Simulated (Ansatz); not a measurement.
TiSi$_{2}$ (Fddd)

Method: DFT r2SCAN, scalar-relativistic, plane waves, PAW (Ansatz 0.2.0).

Plane waves to 500 eV, a k mesh through Γ of 10×10×10 on the computed 6-atom cell and Gaussian smearing (0.10 eV); no spin polarisation.

The structure is relaxed at this level of theory with its symmetry kept.

The structure is orthorhombic, space group Fddd (No. 70). The conventional cell has a = 4.781 Å, b = 8.232 Å, c = 8.516 Å, α = 90.00°, β = 90.00°, γ = 90.00°. Ti (site symmetry 222) is surrounded by 10 Si at 2.55 to 2.78 Å. Around Si (site symmetry 2) lie 5 Si at 2.52 to 2.79 Å and 5 Ti at 2.55 to 2.78 Å.

| Item | Value |
| --- | --- |
| Volume per atom | 13.96 Å³ |
| Formation energy from the elements' standard states (uncorrected) | -0.530 eV/atom |
| Generalised Kohn–Sham band gap | none (metal) |
| Density of states at the Fermi level | 2.12 states/eV per cell |
| Löwdin character within 0.5 eV of the Fermi level | Ti 3d 68 %, Si 3p 24 %, unprojected 5 % |
| Bader charges (e) | Ti (2 in the cell) 1.25, Si (4 in the cell) -0.63 |